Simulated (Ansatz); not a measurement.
**Work function of the (110) face of bcc Ta: levels of theory against measurement**

Reference value: 4.74 eV (measured, temperature not stated; as tabulated in Tran et al. (2019), arXiv:1902.07811).

### Question
What do LDA, PBEsol, r²SCAN give, and how far is each from the reference?

### Answer

| level (code) | value (eV) | difference (eV) |
|---|---|---|
| LDA (Ansatz) | 4.97 | +0.23 |
| PBEsol (Ansatz) | 4.83 | +0.090 |
| r²SCAN (Ansatz) | 4.83 | +0.090 |

Once the reference is moved by up to 0.10 eV (a margin picked here for doubts on the reference and the settings, and for temperature and zero-point motion) and values within 0.033 eV count as equal, the nearest can be PBEsol (+0.090 eV) or r²SCAN (+0.090 eV). Farthest off among them: LDA (+0.23 eV).

Density-functional levels without +SOC have no spin–orbit coupling. Computed faces are unreconstructed. Each level is taken at its own relaxed cell. Ansatz's density-functional and Hartree–Fock values are scalar-relativistic unless marked +SOC, with PAW data made under PBE.

Differences are worked out from the printed values.

Ansatz is a first-principles code.
